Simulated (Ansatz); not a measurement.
# AlPH (doublet): PBE0, B3LYP, r2SCAN0 over a scan of the scale of all distances, 6-31G

Aim: run AlPH (doublet) with these functionals over a scan of the scale of all distances, and hold them against the top wave-function level at the same points.

The runs use Ansatz 0.2.0, Gaussian basis; 6-31G, all electrons in the functionals.

The runs, in order: PBE0, B3LYP, r2SCAN0, at 0.868; 1.000; 1.098; 1.290; 1.520; 1.720; 1.995; 2.375.

23 further runs of the same task are left out: 1 for a mislabelled method, 19 that didn't finish, 3 set aside as unsound or not needed.

## Step 1: What is computed

The geometry derives from a PBE0/def2-TZVP stationary point (not a proven minimum). All distances are scaled together.

3 atoms, charge 0, spin multiplicity 2.

Atoms are counted from 1 here; the program's logs count them from 0.

Bond lengths: Al1–P2 2.144 Å, Al1–H3 1.581 Å. Angles: P2–Al1–H3 180.0°.

Coordinates:

```xyz
3
AlHP
Al    0.0000    0.0000    0.1876
P     0.0000    0.0000   -1.9566
H     0.0000    0.0000    1.7690
```

No dispersion term is added. B3LYP takes the VWN-RPA correlation.

The geometry shown and the zero of energy belong to the point 1.000. The yardstick, FCI, and other wave-function levels (R restricted, U unrestricted, valence and pair active spaces) come from earlier runs.

## Step 2: PBE0, 0.868

Input file in.yaml:

```yaml
crystal:
  periodic: [false, false, false]
  atoms:
    - {symbol: Al, position_ang: [0.000000, 0.000000, 0.162837]}
    - {symbol: P, position_ang: [0.000000, 0.000000, -1.698329]}
    - {symbol: H, position_ang: [0.000000, 0.000000, 1.535492]}
basis:
  gaussian: {orbitals: 6-31G}
magnetization: {spin_polarized: true, initial_magnetization: 1}
hamiltonian: {xc: {name: PBE0}}
output: {orbitals: {seedname: orbitals}}
```

Started as:

```sh
$ ansatz run in.yaml --threads 1 --pin off --events-out ev --progress --plain --max-ram 2393MiB
```

The runs that follow: PBE0, 1.000; PBE0, 1.098; PBE0, 1.290; PBE0, 1.520; PBE0, 1.720; PBE0, 1.995; PBE0, 2.375; B3LYP, 0.868; B3LYP, 1.000; B3LYP, 1.098; B3LYP, 1.290; B3LYP, 1.520; B3LYP, 1.720; B3LYP, 1.995; B3LYP, 2.375; r2SCAN0, 0.868; r2SCAN0, 1.000; r2SCAN0, 1.098; r2SCAN0, 1.290; r2SCAN0, 1.520; r2SCAN0, 1.720; r2SCAN0, 1.995; r2SCAN0, 2.375.

**Question.** What will the summary of the whole plan be? Wanted: span of the FCI curve; largest miss, PBE0; largest miss, B3LYP; largest miss, r2SCAN0.

The runs gave:

```
             quantity                   value
span of the FCI curve           77.3 kcal/mol
   largest miss, PBE0  +24.8 kcal/mol (2.375)
  largest miss, B3LYP  +26.4 kcal/mol (2.375)
largest miss, r2SCAN0  +23.6 kcal/mol (2.375)
```

Of the functionals, r2SCAN0 keep the smallest largest miss at the points compared (at most 23.6 kcal/mol) and B3LYP strays most (26.4 kcal/mol, at 2.375). PBE0, B3LYP, r2SCAN0 clearly break the spin symmetry at some points (⟨S²⟩ up to 2.00 above the pure value), so energy there is bought with a mixed spin. Functionals and the yardstick converge differently with the basis, so part of each miss in 6-31G is the basis.
